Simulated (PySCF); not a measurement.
# Exact simulation of a proton spin system

Molecule: SMILES F, FH.

Cartesian coordinates in Å; atom numbers follow the order of the lines, from 1:
```xyz
2

F     0.483   -0.086    0.012
H    -0.433   -0.002   -0.034
```

- coordinates at the PBE0-D3(BJ)/def2-SVP level
- couplings computed with B3LYP/pcJ-1
- σ from GIAO-CAM-B3LYP/pcSseg-2
- program: PySCF 2.14.0 with density-fitted response routines
- single conformer, non-relativistic, gas phase

References, each an isolated molecule treated in the same way: $^{1}$H against TMS.

Shifts (ppm): F1 -226.4, H2 2.32.
Couplings (Hz): F1–H2: 364.8.

The 2-spin Hamiltonian (Zeeman plus full scalar coupling among like nuclei) was diagonalised exactly; lines are Lorentzian, 0.7 Hz wide, and the maxima above 3 % are listed with the tallest set to 100.

(1) Give the $^{1}$H peak list of this spin system at 300 MHz.

(2) And at 500 MHz?

Answers

(1) 
Hz from δ = 0 (height): 878.4 (100), 513.6 (100)

(2) 
Hz from δ = 0 (height): 1342.4 (100), 977.6 (100)
